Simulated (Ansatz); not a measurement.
in.yaml

```yaml
crystal:
  periodic: [false, false, false]
  atoms:
    - {symbol: S, position_ang: [0.000000, -0.039104, 0.000000]}
    - {symbol: H, position_ang: [0.000000, 1.318376, 0.000000]}
    - {symbol: H, position_ang: [0.000000, -0.037193, 1.520127]}
    - {symbol: H, position_ang: [0.000000, -0.037193, -1.520127]}
basis:
  gaussian: {orbitals: 6-31G}
total_charge: 1
magnetization: {spin_polarized: true, initial_magnetization: 2}
correlation: {method: ccsdt_q, electrons: outside_noble_gas}
```

```sh
$ ansatz run in.yaml --threads 1 --pin off --events-out ev --progress --plain --max-ram 2393MiB
```

The program prints:

```
388 factors; integrals over basis functions are off by at most 6.7e-8 eV
mean field evaluation 1: about -10849.1304 eV, gradient 7.1e0 eV
mean field evaluation 2: about -10849.1373 eV, gradient 7.1e0 eV
mean field evaluation 4: about -10849.7113 eV, gradient 1.1e0 eV
mean field evaluation 8: about -10849.7364 eV, gradient 4.8e-3 eV
mean field evaluation 16: about -10849.7364 eV, gradient 8.5e-6 eV
mean field -10849.73635574 eV, -398.7204568582 hartree, gradient 8.5e-6 eV, S^2 2.047090; 0 other end points of the search recorded, 0 dependent functions left out
5 core orbitals not correlated: weight in the atoms' cores, before any rotation towards them, 1.000 or more for the frozen orbitals, at most 0.000 for the correlated occupied ones
reference -10849.73635574 eV, -398.7204568582 hartree; 5, 3 occupied and 9, 11 virtual orbitals, 388 factors
second order -1.37260637 eV of doubles, -0.00000000 eV of singles
cycle   1  -1.71166913 eV  change   -3.4e-1 eV  update   5.6e-2
cycle   2  -1.96062657 eV  change   -2.5e-1 eV  update   3.0e-2
cycle   3  -1.99326984 eV  change   -3.3e-2 eV  update   9.3e-3
cycle   4  -1.99548485 eV  change   -2.2e-3 eV  update   2.4e-3
cycle   5  -1.99560390 eV  change   -1.2e-4 eV  update   7.4e-4
cycle   6  -1.99573242 eV  change   -1.3e-4 eV  update   3.2e-4
cycle   7  -1.99582781 eV  change   -9.5e-5 eV  update   1.3e-4
cycle   8  -1.99581547 eV  change    1.2e-5 eV  update   5.1e-5
cycle   9  -1.99580349 eV  change    1.2e-5 eV  update   1.7e-5
cycle  10  -1.99581175 eV  change   -8.3e-6 eV  update   5.2e-6
cycle  11  -1.99581168 eV  change    6.9e-8 eV  update   2.2e-6
cycle  12  -1.99581126 eV  change    4.2e-7 eV  update   8.4e-7
perturbative correction -0.00061191 eV, -0.0000224872 hartree
Total energy: -10851.73277891 eV, -398.7938240563 hartree
```

For the same geometry and basis full CI lies 0.1 meV lower.

Ran on 1 thread of Arm Neoverse V1, shared host: 2.2 s wall, 0.09 GiB peak host memory.
